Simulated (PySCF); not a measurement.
Stepwise substitution at one centre (Si OH-H). Gas-phase values, no solvent. One relaxed conformer stands for each flexible species; it need not be the lowest. Strings in code marks are SMILES.

Computed with PBE-D3(BJ)/def2-TZVP // PBE0-D3(BJ)/def2-TZVP in PySCF. Excitations are Tamm–Dancoff values on a coarser integration grid. The basis has no diffuse functions, so Rydberg states are missing or too high.

| species | T1 excitation (TDA) (eV) | HOMO (eV) | LUMO (eV) |
|---|---|---|---|
| 0 of 4 OH replaced by H (`O[Si](O)(O)O`) | 6.80 | -7.33 | -0.42 |
| 1 of 4 OH replaced by H (`O[SiH](O)O`) | ___ | ___ | -0.05 |
| 2 of 4 OH replaced by H (`O[SiH2]O` (H–O–Si–O torsion 66°, O–Si–O–H torsion 66°)) | ___ | -7.37 | -0.35 |
| 3 of 4 OH replaced by H (`O[SiH3]`) | 6.15 | -7.21 | -0.83 |
| 4 of 4 OH replaced by H (`[SiH4]`) | – | -8.51 | – |

Q: What belongs in the gaps?

A: 
- 1 of 4 OH replaced by H (`O[SiH](O)O`), T1 excitation (TDA) (eV): 7.04
- 1 of 4 OH replaced by H (`O[SiH](O)O`), HOMO (eV): -7.23
- 2 of 4 OH replaced by H (`O[SiH2]O` (H–O–Si–O torsion 66°, O–Si–O–H torsion 66°)), T1 excitation (TDA) (eV): 6.83
